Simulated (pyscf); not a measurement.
AsH₂• + silyl (SiH₃•) -> H₃Si–AsH• + H atom (H•), a substitution at As (triplet surface; As–H broken, As–Si formed). Single points on ωB97X-D3(BJ)/def2-SVP structures (PySCF, gas phase). Correlated levels are frozen-core, on RHF or UHF. ΔMP2 is the change of the MP2 total energy from the triple- to the quadruple-zeta basis. Energies in kcal/mol from the separated reactants.

Small-basis levels: PySCF, no dispersion term, spherical d functions. Open shells are spin-unrestricted. 

Problem. Quick BP86/6-31G*+LANL2DZ single points give ΔE‡ = 10.3 kcal/mol and ΔE = +13.0 kcal/mol. What does CCSD(T)/def2-TZVPP + ΔMP2(QZVPP) give, and how far is the quick result from it?

Solution. CCSD(T)/def2-TZVPP + ΔMP2(QZVPP) gives ΔE‡ = 10.6 kcal/mol and ΔE = +10.3 kcal/mol. BP86/6-31G*+LANL2DZ lies 0.3 kcal/mol under it in the barrier and 2.7 kcal/mol over it in the reaction energy, so on this step it holds to within 3.0 kcal/mol. At BP86/6-31G*+LANL2DZ this geometry lies under one side, so its ΔE‡ may be no barrier of that level. CCSD(T)/def2-TZVPP + ΔMP2(QZVPP) has limits of its own. AsH₂• + SiH₃• also meet on a surface of lower spin, which isn't treated here. H₃Si–AsH• + H• also meet on a surface of lower spin, which isn't treated here. This is the saddle that the search found; another between the same sides may lie lower. The angle at the attacked As is 178°. The CCSD(T) − MP2 part came from Ansatz, without density fitting, on the same reference. The frozen core leaves the outer d or s,p core shells of the metals and heavy elements correlated in the MP2 and CC values, and def2-TZVPP describes them poorly, which can shift differences by a few kcal/mol. In the def2 sets elements up to Kr have no core potential.
